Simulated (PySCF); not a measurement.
# 1-pentene (C=CCCC, C5H10)

Cartesian coordinates in Å; atom numbers follow the order of the lines, from 1:
```xyz
15

C     2.4716    0.9126    0.3277
C     1.6213   -0.0391   -0.0304
C     0.2665   -0.2527    0.5552
C    -0.8503   -0.1429   -0.4790
C    -2.2233   -0.4040    0.1146
H     2.2260    1.6218    1.1125
H     3.4414    1.0177   -0.1446
H     1.9075   -0.7258   -0.8259
H     0.0959    0.4673    1.3623
H     0.2219   -1.2502    1.0117
H    -0.8199    0.8539   -0.9302
H    -0.6572   -0.8506   -1.2926
H    -2.4460    0.3032    0.9182
H    -3.0091   -0.3095   -0.6378
H    -2.2852   -1.4108    0.5366
```

Method: quadratic response CAM-B3LYP/def2-TZVPD first hyperpolarisability, Taylor convention, gas phase (PySCF 2.14.0). Geometry: PBE0-D3(BJ)/def2-TZVP.

(1) Give the tensor of the second harmonic β(−2ω;ω,ω) at 1064 nm in the axes of these coordinates.

## Answers

(1) In au, Taylor convention; rows are the first index (the induced dipole):
|  | xx | yy | zz | xy | xz | yz |
| --- | --- | --- | --- | --- | --- | --- |
| x | -52.8 | -4.8 | +2.3 | -12.0 | -5.9 | +1.1 |
| y | -12.9 | -7.7 | -10.6 | -5.4 | +1.3 | -3.4 |
| z | -6.1 | -3.6 | +1.3 | +1.5 | +1.7 | -10.5 |

Norm of βᵢ = ⅓ Σⱼ (βᵢⱼⱼ + βⱼᵢⱼ + βⱼⱼᵢ): 64.3 au, hyper-Rayleigh value 26.1 au.
